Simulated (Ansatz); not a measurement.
Ideal-gas functions of C3H3ClF2 (`C=CC(F)(F)Cl`) at 500 K and 1 bar, from an Ansatz frequency run at PBE0-D4/def2-TZVP.

Molar mass 112.51 g/mol, point group C1 (symmetry number 1), electronic degeneracy 1, moments of inertia 125.57, 218.115, 247.624 u Å². Harmonic wavenumbers (cm⁻¹, unscaled): 96, 260, 284, 346, 424, 475, 568, 654, 769, 973, 993, 1018, 1032, 1162, 1270, 1319, 1447, 1733, 3175, 3212, 3268.

Use S(trans) = R[1.5 ln M + 2.5 ln T − 1.1517]; rotational temperatures θ = 24.2544 K / I; S(rot) = R[ln(√π/σ · √(T³/θAθBθC)) + 1.5]; for each mode x = 1.438777 ν̃/T, S = R[x/(eˣ − 1) − ln(1 − e⁻ˣ)] and H = RT x/(eˣ − 1); 1 cm⁻¹ = 0.0119627 kJ/mol; R = 8.31446 J/(mol·K).

Q: By hand: the entropy, in J/(mol·K).

A: Translation 178.5. Rotation: θ = 0.1932, 0.1112, 0.0979 K, giving 120.4. Vibration, mode by mode: 19.04, 10.92, 10.22, 8.69, 7.16, 6.33, 5.10, 4.18, 3.22, 2.03, 1.94, 1.83, 1.77, 1.32, 1.03, 0.91, 0.68, 0.34, 0.01, 0.01, 0.01, in all 86.7. Electronic 0.0. Sum 385.6 J/(mol·K).

Q: By hand: H − E and G − E in kJ/mol, counted from the electronic energy.

A: Zero-point energy ½ × 24478 × 0.0119627 = 146.4; thermal vibration 24.3; translation, rotation and pV give 4 RT = 16.6. H − E = 187.3 kJ/mol, and G − E = 187.3 − 500 × 385.6/1000 = -5.5 kJ/mol.

Vibration gives 22 % of the entropy, 19.0 J/(mol·K) of it from the mode under 150 cm⁻¹: soft modes count most, and the harmonic formula is weakest for them. The sum counts one conformer and one mirror image; others add a mixing term.
